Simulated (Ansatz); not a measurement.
A nudged elastic band was laid between two geometries of C4H9N (14 atoms, charge 0, multiplicity 1).

Level of theory: Ansatz 0.2.0, RHF/def2-mTZVP.

```yaml
movable_images: 9
climbing_image: yes
spring: 5.0 eV/Å²
optimiser: quadratic models (default)
start_path: IDPP
force_threshold: 0.03 eV/Å
iteration_limit: 60
end_points: relaxed
```

First end point:

```xyz
14
Properties=species:S:1:pos:R:3
C -0.777 1.761 1.512
C -1.027 0.794 0.656
C -0.119 0.358 -0.457
C 0.324 -1.095 -0.312
N 1.122 -1.505 -1.459
H 0.131 2.335 1.470
H -1.474 2.021 2.287
H -1.957 0.254 0.742
H 0.752 1.005 -0.493
H -0.629 0.461 -1.409
H 0.844 -1.215 0.638
H -0.552 -1.732 -0.273
H 1.363 -2.474 -1.389
H 1.985 -0.995 -1.485
```

Last end point:

```xyz
14
Properties=species:S:1:pos:R:3
C -0.669 1.718 1.583
C -0.954 0.833 0.651
C 0.001 0.329 -0.392
C 0.246 -1.181 -0.284
N 1.120 -1.744 -1.298
H 0.305 2.167 1.660
H -1.400 2.031 2.305
H -1.948 0.416 0.621
H 0.944 0.859 -0.314
H -0.401 0.547 -1.379
H 0.668 -1.405 0.688
H -0.702 -1.705 -0.332
H 2.024 -1.314 -1.264
H 0.753 -1.579 -2.215
```

Problem. Which bonds break or form, and what moves?

Solution. No bond is made or broken. The dihedral C3–C4–N5–H14 goes from 66 to -59°.

Problem. Give the energies along the band, and the barrier.

Solution. The run converged. The highest image is number 5 of 0 to 10, 10.9 kJ/mol above the first end and 10.1 kJ/mol above the last; the last end lies 0.8 kJ/mol above the first. A vibrational analysis at the climbing image gives one clearly imaginary mode, 293i cm⁻¹: a first-order saddle point.

```
image  path coordinate (Å)  energy (kJ/mol)  dihedral C3–C4–N5–H14 (°)
    0                 0.00              0.0                         66
    1                 0.27              0.8                         55
    2                 0.53              3.1                         43
    3                 0.80              6.6                         29
    4                 1.06              9.7                         15
    5                 1.33             10.9                          1
    6                 1.59              9.8                        -12
    7                 1.84              6.9                        -25
    8                 2.10              3.6                        -38
    9                 2.36              1.4                        -51
   10                 2.61              0.8                        -59
```

Problem. What is the geometry of the highest image?

Solution. 
```xyz
14
Properties=species:S:1:pos:R:3:forces:R:3
C -0.685 1.706 1.587 0.00 0.00 -0.01
C -0.976 0.829 0.652 0.00 0.00 0.00
C -0.031 0.343 -0.409 0.00 -0.01 0.00
C 0.207 -1.165 -0.337 -0.01 0.01 0.01
N 1.021 -1.661 -1.445 -0.02 -0.01 -0.01
H 0.288 2.160 1.657 0.00 0.00 0.00
H -1.409 2.010 2.319 0.00 0.00 0.00
H -1.968 0.408 0.626 0.00 0.00 0.00
H 0.915 0.867 -0.329 0.00 0.00 0.00
H -0.446 0.579 -1.386 0.00 0.00 0.00
H 0.673 -1.401 0.613 0.00 0.00 0.00
H -0.752 -1.673 -0.343 0.00 0.00 0.00
H 1.852 -2.108 -1.120 0.01 0.00 0.00
H 1.299 -0.922 -2.057 0.01 0.01 0.00
```

Problem. What are the harmonic wavenumbers there?

Solution. 293i, 109, 128, 264, 426, 492, 698, 843, 917, 1010, 1061, 1071, 1090, 1141, 1162, 1259, 1308, 1383, 1432, 1450, 1463, 1561, 1589, 1630, 1670, 1845, 1852, 3152, 3168, 3181, 3207, 3278, 3290, 3362, 3743, 3821 cm⁻¹.

The run took 98 s on 2 threads of AMD EPYC 7B13 (Zen 3), with other jobs on the host, peak memory 0.28 GiB.
